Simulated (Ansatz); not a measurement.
Geometry optimisation, Ansatz, RHF/def2-TZVP.

input.yaml

```yaml
crystal:
  periodic: [false, false, false]
  atoms:
    - { symbol: Si, position_ang: [-1.20205, 0.04344, -0.08428] }
    - { symbol: Si, position_ang: [0.52855, -0.14898, 0.37934] }
    - { symbol: H, position_ang: [-0.64531, -0.4351, 1.16279] }
    - { symbol: H, position_ang: [1.41889, -1.05567, -0.19148] }
    - { symbol: H, position_ang: [1.43748, 0.89313, 0.54814] }
total_charge: -1
basis:
  gaussian: { orbitals: def2-TZVP }
hamiltonian:
  xc: hf
relax:
  f_tol: 0.02
  max_steps: 50
```

Run as:

```bash
$ ansatz run input.yaml --threads 1 --pin off --max-ram 2048MiB --backend cpu --events-out ev --progress --plain --runs-dir out
```

Q: Where does it end, and by what steps?

A: The forces met the threshold. Limits of this set-up: an anion without diffuse functions, the dipole of an ion depends on the origin. After 12 steps the energy has fallen by 4.131 eV; H3 moved furthest, 0.91 Å. The start is strongly strained (largest force component 14 eV/Å), so its close contacts needn't be bonds. Parted: Si1–H3.

| step | energy less start (eV) | largest force component (eV/Å) | accepted |
| --- | --- | --- | --- |
| 0 | 0.0000 | 14.161 | yes |
| 1 | -2.6765 | 4.530 | yes |
| 2 | -3.6698 | 1.307 | yes |
| 3 | -3.7562 | 0.545 | yes |
| 4 | -3.8543 | 0.318 | yes |
| 5 | -3.9464 | 0.519 | yes |
| 6 | -4.0655 | 0.524 | yes |
| 7 | -4.1271 | 0.151 | yes |
| 8 | -4.0837 | 0.601 | no |
| 9 | -4.1297 | 0.190 | yes |
| 10 | -4.1308 | 0.028 | yes |
| 11 | -4.1306 | 0.016 | no |
| 12 | -4.1309 | 0.001 | yes |

```xyz
5
Properties=species:S:1:pos:R:3
Si -1.672 0.277 -0.688
Si 0.412 -0.133 0.341
H 0.046 -0.649 1.708
H 1.365 -1.177 -0.183
H 1.386 0.979 0.636
```

Run time: 10 s on 1 thread of Intel(R) Xeon(R) Platinum 8488C (Sapphire Rapids) (shared host), peak memory 0.19 GiB.
